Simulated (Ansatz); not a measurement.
Species: CH4O, charge 1, doublet. CH4O+ (parent SMILES CO, doublet).
B3LYP-D3(BJ)/def2-TZVP minimum from Ansatz (a first-principles code):
```xyz
6

C     -0.0733     0.6211     0.1251
O      0.0496    -0.6923    -0.1845
H     -1.1776     0.8533     0.1127
H      0.6233    -1.2067     0.4321
H      0.4613     0.9684     1.0035
H      0.1358     1.1968    -0.8226
```
Charge +1, spin multiplicity 2.

Hartree-Fock and CCSD correlation energies in hartree (Ansatz). UHF or UKS for unpaired electrons; spin-orbit terms are left out. Correlated methods leave the cores frozen. No relativity.

```csv
basis,X,E(HF),"E(corr, CCSD)"
cc-pVTZ,3,-114.73008,-0.41005
cc-pVQZ,4,-114.73841,-0.43374
cc-pV5Z,5,-114.74053,withheld
```

### Question
Fit E(corr) = E∞ + A/X³ to X = 3 and 4, predict X = 5, and compare with the run.

### Answer
A = (-0.41005 - (-0.43374))/(1/27 - 1/64) = 1.1064; E∞ = -0.43374 - A/64 = -0.45103; at X = 5, E∞ + A/125 = -0.44218. The run gave -0.44162, 0.56 mEh above the prediction. The same form on X = 4 and 5 gives E∞ = -0.44989, 1.14 mEh above the first estimate.
